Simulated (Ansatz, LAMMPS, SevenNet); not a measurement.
## Lattice parameter a of rock-salt BaO: levels of theory against measurement

Reference value: 5.54 Å (measured, 300 K, not corrected to a static lattice; as tabulated in Santana et al. (2016), arXiv:1608.06321).

```csv
level (code),value (Å),difference (%)
"ionic model lewis1985b (shell model, LAMMPS)",5.513,-0.49
SevenNet-0 (SevenNet),5.607,+1.21
LDA (Ansatz),5.434,-1.91
PBE (Ansatz),5.574,+0.61
rVV10 (Ansatz),5.574,+0.61
```

Leaving aside ionic model lewis1985b, which can be fitted to such values or carry a doubt: The reference is not for a static lattice or low temperature, so close values are not ranked against it. Off by more than 1.25 % (a bound picked here): LDA (-1.91 %).

The reference has no zero-point or thermal correction, while the calculations are for a static lattice, so the differences are not the levels' errors alone. A static lattice is as a rule a little smaller than the measured one.  Cutoffs differ between the levels. Ansatz's density-functional and Hartree–Fock values are scalar-relativistic unless marked +SOC, with PAW data made under PBE.

Empirical potentials (ionic model lewis1985b) are fitted to chosen data, which need not cover the solid at hand: agreement can be built in, and what lay outside the fit can be far off. Machine-learned potentials (SevenNet-0) are trained on DFT data, which may include these solids.

Differences are worked out from the printed values.

Ansatz is an electronic-structure program.
